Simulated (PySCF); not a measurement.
Compound: C3H10N (charge +1).
Z-matrix (Å and degrees, PBE0-D3(BJ)/def2-SVP geometry), rows numbered from 1:
```
C 
C   1  1.5090
N   2  1.5013  1  111.47
C   3  1.4852  2  115.11  1   178.25
H   1  1.1008  2  112.13  3   -62.06
H   1  1.1010  2  112.19  3    61.02
H   1  1.0989  2  108.94  3   179.51
H   2  1.0997  1  112.31  3   119.11
H   2  1.0998  1  112.31  3  -119.12
H   3  1.0285  2  108.61  1   -58.50
H   3  1.0286  2  108.64  1    54.89
H   4  1.0967  3  108.80  2    60.34
H   4  1.0968  3  108.80  2   -59.27
H   4  1.0966  3  109.35  2  -179.47
```

Computed with core-valence-separated Tamm–Dancoff BHandHLYP/aug-pcX-1 (pcseg-1 on H) in PySCF, non-relativistic, gas phase, PBE0-D3(BJ)/def2-SVP geometry. BHandHLYP without relativity tends to put these K edges a few eV too low, so spacings mean more than positions.

Question: Give energies, oscillator strengths and core holes at the C K edge.

Answer: 
```json
{"E (eV)": "285.62", "f": "0.0087", "core hole on": "C1", "main final orbital": "LUMO (76 %)"}
{"E (eV)": "286.39", "f": "0.0439", "core hole on": "C4", "main final orbital": "LUMO (56 %)"}
{"E (eV)": "286.56", "f": "0.0535", "core hole on": "C2", "main final orbital": "LUMO (39 %)"}
{"E (eV)": "286.56", "f": "0.0268", "core hole on": "C1", "main final orbital": "LUMO+1 (62 %)"}
{"E (eV)": "286.81", "f": "0.0084", "core hole on": "C1", "main final orbital": "LUMO+3 (47 %)"}
{"E (eV)": "287.00", "f": "0.0230", "core hole on": "C1", "main final orbital": "spread"}
{"E (eV)": "287.53", "f": "0.0036", "core hole on": "C1", "main final orbital": "LUMO+2 (34 %)"}
{"E (eV)": "287.78", "f": "0.0123", "core hole on": "C4", "main final orbital": "LUMO+2 (32 %)"}
{"E (eV)": "287.79", "f": "0.0183", "core hole on": "C2", "main final orbital": "LUMO+3 (35 %)"}
{"E (eV)": "287.92", "f": "0.0109", "core hole on": "C1", "main final orbital": "LUMO+9 (49 %)"}
{"E (eV)": "288.03", "f": "0.0319", "core hole on": "C2", "main final orbital": "LUMO+1 (57 %)"}
{"E (eV)": "288.04", "f": "0.0353", "core hole on": "C4", "main final orbital": "spread"}
{"E (eV)": "288.08", "f": "0.0353", "core hole on": "C4", "main final orbital": "LUMO+1 (59 %)"}
{"E (eV)": "288.25", "f": "0.0163", "core hole on": "C1", "main final orbital": "LUMO+1 (35 %)"}
```

The first line with a tenth or more of the strongest one's intensity is at 285.62 eV (f = 0.009), with the hole on C1 (methyl carbon). The strongest listed is at 286.56 eV (f = 0.053; C2).

Question: List the nitrogen K-edge absorption lines.

Answer: 
```tsv
E (eV)	f	core hole on	main final orbital
402.53	0.0237	N3	LUMO (84 %)
403.10	0.0479	N3	LUMO+1 (60 %)
404.53	0.0431	N3	spread
404.62	0.0330	N3	LUMO+9 (32 %)
405.61	0.0009	N3	LUMO+3 (40 %)
406.27	0.0079	N3	LUMO+2 (44 %)
406.77	0.0035	N3	LUMO+6 (57 %)
```

The first line with a tenth or more of the strongest one's intensity is at 402.53 eV (f = 0.024), with the hole on N3 (ammonium nitrogen). The strongest listed is at 403.10 eV (f = 0.048; N3).

Roots within 0.03 eV whose holes lie on the same, on equivalent or on shared atoms are summed into one line, and the highest roots are left out, as the search may have cut off their partners. Final orbitals are the ground state's empty Kohn–Sham orbitals.

Question: What length of transition dipole belongs to the line at 287.00 eV?

Answer: From f = (2/3) ΔE |μ|² in atomic units, with ΔE = 10.547 Eh and f = 0.0230: |μ| = 0.057 au = 0.15 D.

Only the lowest roots of each edge were sought.

One conformer stands for the species.
